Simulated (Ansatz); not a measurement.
# Two structures, one formula

Two relaxed structures of CHMgO (charge +1), singlet (PBE0-D4/def2-TZVP; forces vanish, vibrations not checked).

A:

O1  (0.472, -0.154, 2.052)
C2  (0.498, -0.619, 0.980)
Mg3  (-0.434, 0.582, -0.706)
H4  (0.942, -1.603, 0.717)
(Å)

B:

| atom | x (Å) | y (Å) | z (Å) |
| --- | --- | --- | --- |
| O1 | 0.7261 | -0.5909 | 2.2227 |
| C2 | 0.3898 | -0.3228 | 1.1991 |
| Mg3 | -0.3126 | 0.2464 | -0.9485 |
| H4 | -0.8033 | 0.6673 | -2.4733 |

Program: Ansatz 0.2.0. Basis: def2-TZVPP. Cores are frozen in the correlated methods. The outer core shell of Li, Na, Mg and K is correlated. The def2 sets are not built for correlating such inner shells, so the correlated values are less sure here. B3LYP uses VWN-RPA correlation.

Q: Which structure is lower at CCSD(T), and by how much? (Judge from chemistry; the value comes from the calculation.)

A: Computed: B, by 19.72 kcal/mol (electronic energy, against the other). By their contacts, A is CHMgO ([O][CH][Mg]), total charge +1 and B is CHMgO ([O][C][MgH]), total charge +1.

All methods give the same order:

```
   method  E(B) − E(A) (kcal/mol)
   PBE-D4                   -4.54
r2SCAN-D4                  -11.00
  PBE0-D4                  -10.97
 B3LYP-D4                  -11.80
  wB97M-V                  -20.07
       HF                  -34.98
      MP2                  -20.93
     CCSD                  -23.43
  CCSD(T)                  -19.72
```

T1 diagnostic: at most 0.027. The T1 diagnostic is large here, which may signal multireference character or strong orbital relaxation, so CCSD(T) is less sure. The restricted Hartree–Fock reference is unstable towards an unrestricted one at one or more of these structures. A large double-excitation amplitude points to some diradical character; no triplet was computed.

Labels in which every atom is bracketed show which atoms are joined, not bond orders.

For scale, one of the runs: CCSD(T)/def2-TZVPP, 108 basis functions, launched by `ansatz run in.yaml --threads 2 --pin off --events-out ev --progress --plain --max-ram 4352MiB`. The run took about 8 s on 2 CPU threads of an Arm Neoverse V1 (shared host).
